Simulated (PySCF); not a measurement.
Working out the ionisation energy of Si

Si [Ne] 3s2 3p2 (3P) → Si⁺ [Ne] 3s2 3p1 (2P). All numbers are calculated (PySCF 2.14, the spin-free X2C one-electron Hamiltonian (Gaussian nucleus), in aug-cc-pCVTZ-DK (8s7p5d3f, 75 functions)). Frozen: 1s2. Energies in hartree (1 hartree = 27.21139 eV):

| part | Si (lower) | Si⁺ (upper) |
| --- | --- | --- |
| UHF | -289.459292 | -289.178982 |
| CCSD correlation | -0.361708 | -0.345631 |
| (T) | -0.005337 | -0.004001 |

Task: What does Hartree-Fock give?

Result: (-289.178982) − (-289.459292) = 0.280310 hartree = 7.628 eV.

Task: What do CCSD and CCSD(T) give?

Result: The CCSD correlation energies differ by 0.016077 hartree = 0.437 eV and the triples by 0.001336 hartree = 0.036 eV, so CCSD gives 8.065 eV and CCSD(T) 8.101 eV.

Measured between the centres of the two terms (NIST): 8.157 eV, so CCSD(T) (valence and next inner shell) is off by -0.056 eV.

What remains against the reference includes basis incompleteness, the frozen core and higher excitations.
